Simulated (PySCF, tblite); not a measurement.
**C5H11F: dynamics, then NMR shifts on frames, part 1 of 2**

How do NMR shifts of C5H11F (`CC(C)CCF`) change as the atoms move?

The runs use tblite 0.8.0 and PySCF 2.14.0, with density-fitted response routines of our own; the level of theory stands in each step. All values are computed, except where a source is named. Atoms are numbered from 0 throughout.

### Step 1. Starting geometry

17 atoms, charge 0, multiplicity 1; geometry from: GFN2-xTB.

Bonds of the start (Å): C0–C1 1.53, C1–C2 1.53, C1–C3 1.53, C3–C4 1.52, C4–F5 1.38, C0–H6 1.09, C0–H7 1.09, C0–H8 1.09, C1–H9 1.10, C2–H10 1.09, C2–H11 1.09, C2–H12 1.09, C3–H13 1.09, C3–H14 1.09, C4–H15 1.09, C4–H16 1.10.

### Step 2. A short Langevin run with GFN2-xTB

What the job is given:

```
{"job": {"kind": "md", "xc": "GFN2-xTB", "basis": "xTB", "temperature": 300, "steps": 2000, "every": 50, "frames": 5}, "charge": 0, "multiplicity": 1}
C     -1.449533     0.628763     1.113681
C     -0.516024     0.328319    -0.057714
C     -1.005202    -0.906315    -0.811443
C      0.914440     0.143172     0.457631
C      1.938453     0.001054    -0.659583
F      3.210212     0.000235    -0.133405
H     -1.129774     1.522374     1.644219
H     -2.465507     0.786234     0.759632
H     -1.456565    -0.202187     1.815399
H     -0.531464     1.184779    -0.741363
H     -0.923198    -1.790526    -0.183187
H     -0.428178    -1.069358    -1.717593
H     -2.048054    -0.784437    -1.094328
H      1.195708     1.008606     1.062183
H      0.963940    -0.739667     1.098591
H      1.832807    -0.941934    -1.203704
H      1.890940     0.842917    -1.358925
```

Method: GFN2-xTB Langevin dynamics, gas phase.

Command:

```sh
$ OMP_NUM_THREADS=1 python probes_run.py task.json out
```

The driver reads the jobs from task.json and runs them one after another.

Standard output:

```text
t/fs     T/K      E/eV
    0.0   259.0   -572.92948
   25.0   169.9   -572.49607
   50.0   248.1   -572.38285
   75.0   286.0   -572.47496
  100.0   202.9   -572.29532
  125.0   265.5   -572.41711
  150.0   198.5   -572.32256
  175.0   216.5   -572.35878
  200.0   234.4   -572.45138
  225.0   269.7   -572.50949
  250.0   231.7   -572.28988
  275.0   280.1   -572.34159
  300.0   238.2   -572.09172
  325.0   353.5   -572.27014
  350.0   294.4   -572.16350
  375.0   432.3   -572.42198
  400.0   284.8   -572.11630
  425.0   382.0   -572.31507
  450.0   347.8   -572.26915
  475.0   315.7   -572.14222
  500.0   383.6   -572.21864
  525.0   335.9   -572.13478
  550.0   442.0   -572.39392
  575.0   382.7   -572.20658
  600.0   187.3   -571.70322
  625.0   357.0   -572.23713
  650.0   314.3   -572.17290
  675.0   319.5   -572.31605
  700.0   301.8   -572.16303
  725.0   317.3   -572.29504
  750.0   386.5   -572.54104
  775.0   282.6   -572.36686
  800.0   288.6   -572.44293
  825.0   340.9   -572.49000
  850.0   270.9   -572.36275
  875.0   305.3   -572.37402
  900.0   397.6   -572.42792
  925.0   246.2   -572.15373
  950.0   274.1   -572.33428
  975.0   329.3   -572.23286
 1000.0   332.1   -572.28090
```

It took 7.2 s on 1 thread of AMD EPYC 9R14, shared host; peak memory 0.18 GiB.

Distance from the start (root mean square after alignment): 0 fs 0.00 Å, 200 fs 0.22 Å, 400 fs 0.30 Å, 600 fs 0.46 Å, 800 fs 0.85 Å, 1000 fs 0.75 Å.

Positions (Å) and forces (eV/Å) at 1000 fs:

```xyz
17

C    -2.680    1.581    2.044    0.211   -1.350    0.568
C    -1.764    1.257    0.899    1.604    0.714   -1.572
C    -2.194    0.047    0.105   -1.615   -0.261    0.568
C    -0.361    1.096    1.499    0.228   -1.256   -1.337
C     0.819    0.520    0.667    0.671    1.514    0.098
F     2.058    0.422    1.407   -1.847    0.142   -0.612
H    -2.381    2.427    2.633    0.262    0.339    0.089
H    -3.616    1.760    1.610   -1.556    0.329   -0.180
H    -2.746    0.694    2.712   -0.096    0.578   -0.295
H    -1.762    2.111    0.184    0.051   -0.218    0.327
H    -3.222    0.262   -0.218    0.030   -0.290   -0.004
H    -2.244   -0.827    0.766    0.173    0.072   -0.337
H    -1.654   -0.165   -0.796    0.607    0.021   -0.073
H    -0.159    2.026    1.888    1.175    2.237    0.681
H    -0.586    0.507    2.332    0.397   -1.542    1.417
H     0.611   -0.482    0.304    0.065   -0.017   -0.081
H     1.082    1.256   -0.165   -0.359   -1.014    0.744
```

### Step 3. Shielding tensors: 250 fs, PBE0/pcSseg-1

What the job is given:

```
{"job": {"kind": "nmr", "xc": "PBE0", "basis": "pcSseg-1", "pop": false}, "charge": 0, "multiplicity": 1}
C     -1.847200     0.655500     1.199500
C     -0.919800     0.478900     0.001300
C     -1.305100    -0.793900    -0.831300
C      0.503100     0.254000     0.581100
C      1.716800     0.237200    -0.441600
F      2.836000     0.411900     0.400500
H     -1.787300     1.673000     1.597700
H     -2.906300     0.484000     0.894300
H     -1.634200    -0.081900     1.942700
H     -0.848700     1.360500    -0.642600
H     -1.465900    -1.583400    -0.161700
H     -0.465200    -0.913900    -1.508200
H     -2.210900    -0.547900    -1.281300
H      0.665800     0.995700     1.312400
H      0.506600    -0.655200     1.160600
H      1.812900    -0.743700    -1.029700
H      1.630500     0.960700    -1.180000
```

Method: GIAO PBE0/pcSseg-1 NMR shielding, non-relativistic, gas phase.

Standard output:

```text
coarse grid: 13336 points
cycle   1  E = -296.4849441293  dE =  3.412e-01  |g| = 5.616e-01  |ddm| = 3.311e+00
cycle   2  E = -296.4530038597  dE =  3.194e-02  |g| = 7.366e-01  |ddm| = 9.287e-01
cycle   3  E = -296.5500509150  dE = -9.705e-02  |g| = 7.078e-02  |ddm| = 5.151e-01
cycle   4  E = -296.5508610227  dE = -8.101e-04  |g| = 2.923e-02  |ddm| = 6.191e-02
cycle   5  E = -296.5510365513  dE = -1.755e-04  |g| = 4.381e-03  |ddm| = 2.546e-02
cycle   6  E = -296.5510401715  dE = -3.620e-06  |g| = 1.782e-03  |ddm| = 5.241e-03
final grid: 126736 points
cycle   7  E = -296.5969687902  dE = -5.802e-05  |g| = 9.634e-03  |ddm| = 3.138e-02
cycle   8  E = -296.5969581376  dE =  1.065e-05  |g| = 1.211e-02  |ddm| = 1.779e-02
cycle   9  E = -296.5969915588  dE = -3.342e-05  |g| = 1.246e-03  |ddm| = 9.894e-03
cycle  10  E = -296.5969917953  dE = -2.365e-07  |g| = 2.730e-04  |ddm| = 1.026e-03
cycle  11  E = -296.5969918068  dE = -1.147e-08  |g| = 6.895e-05  |ddm| = 2.177e-04
cycle  12  E = -296.5969918078  dE = -9.713e-10  |g| = 2.496e-05  |ddm| = 7.027e-05
converged SCF energy = -296.5969918078

GIAO shielding tensors (ppm)
atom      isotropic    diamagn.    paramagn.     s11        s22        s33       span
  0 C      161.912     246.839     -84.927    142.885    154.426    188.425     45.541
  1 C      154.503     249.718     -95.216    152.711    154.156    156.641      3.930
  2 C      165.122     249.845     -84.723    153.142    155.752    186.470     33.328
  3 C      138.554     249.651    -111.097    103.476    135.340    176.846     73.370
  4 C       95.765     245.224    -149.459     58.732     67.496    161.068    102.336
  5 F      408.900     470.979     -62.079    380.620    396.546    449.535     68.915
  6 H       30.084      29.329       0.755     25.747     27.411     37.095     11.348
  7 H       30.222      28.811       1.411     25.831     28.074     36.763     10.932
  8 H       31.357      31.014       0.343     27.613     30.246     36.211      8.598
  9 H       30.310      33.457      -3.147     27.467     28.344     35.120      7.653
 10 H       32.208      32.995      -0.787     29.367     30.435     36.821      7.454
 11 H       30.842      31.897      -1.055     25.004     30.908     36.613     11.609
 12 H       31.764      32.192      -0.428     27.365     29.393     38.533     11.168
 13 H       30.734      33.959      -3.225     26.139     31.194     34.868      8.729
 14 H       30.375      33.575      -3.200     27.731     30.761     32.633      4.902
 15 H       25.935      28.422      -2.487     21.851     27.381     28.572      6.722
 16 H       28.039      31.417      -3.377     24.525     29.234     30.358      5.833
```

It took 15 s on 1 thread of AMD EPYC 9R14, shared host; peak memory 0.75 GiB.

Shifts follow as δ = σ(reference) − σ, with reference shieldings (ppm) from runs at the same level and on the same kind of geometry: 1H TMS 31.72, 13C TMS 186.9, 19F CFCl3 170.9. The references are single molecules in the gas phase, so shifts against H2O, NH3, PH3, H3PO4 or CFCl3 are not on the usual liquid scales and can be off by tens of ppm. Each atom is listed at this fixed geometry, with no averaging over motion; a spectrum would average atoms that exchange fast.

```csv
atoms,environment,σ (ppm),δ (ppm)
C4,sp3 CH2 bonded to F,95.8,91.2
C3,sp3 CH2,138.6,48.4
C1,sp3 CH,154.5,32.4
C0,methyl carbon,161.9,25.0
C2,methyl carbon,165.1,21.8
H15,hydrogen on an sp3 CH2 bonded to F,25.93,5.78
H16,hydrogen on an sp3 CH2 bonded to F,28.04,3.68
H6,hydrogen on a methyl carbon,30.08,1.63
H7,hydrogen on a methyl carbon,30.22,1.49
H9,hydrogen on an sp3 CH,30.31,1.41
H14,hydrogen on an sp3 CH2,30.38,1.34
H13,hydrogen on an sp3 CH2,30.73,0.98
H11,hydrogen on a methyl carbon,30.84,0.88
H8,hydrogen on a methyl carbon,31.36,0.36
H12,hydrogen on a methyl carbon,31.76,-0.05
H10,hydrogen on a methyl carbon,32.21,-0.49
F5,fluorine on an sp3 carbon,408.9,-238.0
```

The fields below are evaluated on a grid from the run's orbitals.

Frontier orbitals at PBE0/pcSseg-1, with the share of their density that lies nearest to each atom:

```csv
orbital,energy (eV),lies on
HOMO,-8.71,F5 21 %; C3 21 %; C1 16 %
LUMO,1.27,"H9, H11 about 12 % each; H12, H15, H16 about 9 % each; H6, H7, H10 about 6 % each"
```

ELF in a plane through or near 8 of the atoms.

Ten even steps from '0' (0.00) to '9' (1.00):
```
0000000000000000000000000000
0000000000000000000000000000
0000000000000000000000000000
0000000000016621122000000000
0000000000169973577400000000
0000001420189995789710000000
0000039995039966377400000000
0000049999102552342000000000
0000017998200178630024200000
0000002766654566521699810000
0001355625961785875999940000
0003587755726454621699820000
0002585750588721542444200000
0001378850699920466520000000
0000023410799920145310000000
0000000000489600013200000000
0000000000011000000000000000
0000000000000000000000000000
0000000000000000000000000000
0000000000000000000000000000
```
The map spans 11.2 Å across and 9.0 Å up, centred on the molecule. Atoms in the plane (x, y in Å): C0 (1.7, -0.8), C2 (0.7, 1.5), C3 (-0.7, -0.6), C4 (-2.1, 0.0), F5 (-3.0, -1.1), H11 (-0.3, 1.9), H13 (-0.7, -1.7), H15 (-2.4, 1.0).

On the surface of density 0.002 e/bohr³ the electrostatic potential runs, from the 1st to the 99th percentile, from -1.21 V near F5 to 1.07 V near H16.

### Step 4. Shielding tensors: 425 fs, PBE0/pcSseg-1

What the job is given:

```
{"job": {"kind": "nmr", "xc": "PBE0", "basis": "pcSseg-1", "pop": false}, "charge": 0, "multiplicity": 1}
C     -2.044400     0.902000     1.210400
C     -0.943100     0.593200     0.197700
C     -1.264300    -0.753500    -0.522800
C      0.380100     0.475500     0.923500
C      1.633100     0.650800     0.073300
F      2.645700     0.753800     1.036800
H     -1.702200     1.630200     1.932300
H     -2.985200     1.148500     0.740900
H     -2.338300     0.043800     1.830100
H     -0.980100     1.424600    -0.620900
H     -1.528700    -1.615400     0.152700
H     -0.322900    -1.047400    -1.091600
H     -2.106700    -0.657700    -1.183600
H      0.456300     1.245400     1.696100
H      0.409800    -0.472900     1.377800
H      1.848000    -0.225100    -0.465700
H      1.487700     1.631500    -0.518500
```

With the program's defaults for keys left out, this is: GIAO PBE0/pcSseg-1 NMR shielding, non-relativistic, gas phase.

Standard output:

```text
coarse grid: 13336 points
cycle   1  E = -296.4938978363  dE =  3.380e-01  |g| = 5.538e-01  |ddm| = 3.301e+00
cycle   2  E = -296.4628381612  dE =  3.106e-02  |g| = 7.260e-01  |ddm| = 9.546e-01
cycle   3  E = -296.5570068772  dE = -9.417e-02  |g| = 6.349e-02  |ddm| = 5.348e-01
cycle   4  E = -296.5576274380  dE = -6.206e-04  |g| = 2.916e-02  |ddm| = 5.733e-02
cycle   5  E = -296.5578023112  dE = -1.749e-04  |g| = 4.546e-03  |ddm| = 2.564e-02
cycle   6  E = -296.5578061249  dE = -3.814e-06  |g| = 1.921e-03  |ddm| = 5.484e-03
final grid: 126736 points
cycle   7  E = -296.6015491930  dE = -4.146e-05  |g| = 9.502e-03  |ddm| = 2.784e-02
cycle   8  E = -296.6015354293  dE =  1.376e-05  |g| = 1.258e-02  |ddm| = 1.841e-02
cycle   9  E = -296.6015712802  dE = -3.585e-05  |g| = 1.084e-03  |ddm| = 1.032e-02
cycle  10  E = -296.6015714689  dE = -1.887e-07  |g| = 2.255e-04  |ddm| = 9.432e-04
cycle  11  E = -296.6015714763  dE = -7.465e-09  |g| = 6.600e-05  |ddm| = 1.809e-04
cycle  12  E = -296.6015714773  dE = -9.410e-10  |g| = 1.791e-05  |ddm| = 6.228e-05
converged SCF energy = -296.6015714773

GIAO shielding tensors (ppm)
atom      isotropic    diamagn.    paramagn.     s11        s22        s33       span
  0 C      159.515     245.439     -85.924    134.385    149.950    194.210     59.824
  1 C      151.618     245.347     -93.730    143.467    152.089    159.298     15.831
  2 C      155.243     249.129     -93.886    132.770    150.712    182.247     49.477
  3 C      140.047     249.340    -109.293    106.848    141.691    171.601     64.753
  4 C       95.618     245.746    -150.128     52.954     79.069    154.830    101.876
  5 F      398.499     470.768     -72.268    370.976    395.271    429.251     58.274
  6 H       30.774      29.472       1.302     26.247     28.888     37.186     10.939
  7 H       30.394      28.918       1.476     26.370     27.567     37.245     10.875
  8 H       30.644      29.904       0.740     27.523     28.692     35.717      8.194
  9 H       28.795      30.749      -1.954     25.758     26.890     33.738      7.980
 10 H       30.077      30.644      -0.567     27.385     27.675     35.171      7.786
 11 H       29.491      30.828      -1.337     24.385     28.810     35.277     10.892
 12 H       30.461      31.141      -0.680     26.472     27.950     36.963     10.491
 13 H       30.007      32.400      -2.392     25.109     30.923     33.990      8.881
 14 H       30.645      33.753      -3.108     28.017     30.823     33.095      5.078
 15 H       27.146      31.116      -3.970     22.616     28.855     29.969      7.353
 16 H       26.010      27.927      -1.917     21.731     27.395     28.903      7.172
```

Run time: 10 s. Hardware: 1 thread of AMD EPYC 9R14, shared host; peak memory 0.79 GiB.

This run: δ C4 91.3, C3 46.9, C1 35.3, C2 31.7, H16 5.71, H15 4.57 ppm.

(Continued in part 2 of 2.)
